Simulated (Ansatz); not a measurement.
A made-up structure of C$_{3}$H$_{2}$, closed shell:

```tsv
atom	x (Å)	y (Å)	z (Å)
C1	-0.4479	-0.0834	1.2804
C2	-0.4082	-0.5763	-0.2212
C3	0.4336	0.5810	0.1487
H4	-0.8067	-1.3603	-1.0512
H5	1.2292	1.4390	-0.1566
```

It is relaxed with PBE-D4/def2-SVP and then PBE0-D4/def2-TZVP (Ansatz 0.2.0). Atoms count as bonded within 1.22 times the sum of their covalent radii (H–H: 0.88 Å). The end point is not checked to be a true minimum.

**Question.** Does its bonding change? (Judge from chemistry; the calculation decides.)

**Answer.** The calculation gives: No: no bond forms or breaks.

Where it ends: The first stage lowers the energy by 1.28 eV in 6 steps. It ends as C₃H₂ (C1=CC=1):
```tsv
atom	x (Å)	y (Å)	z (Å)
C1	-0.4000	-0.0745	1.1434
C2	-0.3645	-0.5146	-0.1974
C3	0.3871	0.5188	0.1329
H4	-0.7201	-1.2143	-0.9387
H5	1.0974	1.2846	-0.1401
```

For scale, one of the runs: PBE0-D4/def2-TZVP relaxation, 105 basis functions, launched by `ansatz run in.yaml --threads 2 --pin off --events-out ev --progress --plain --max-ram 4352MiB`. Hardware: 2 CPU threads of an Arm Neoverse V1, shared host. Wall time about 4.8 s.
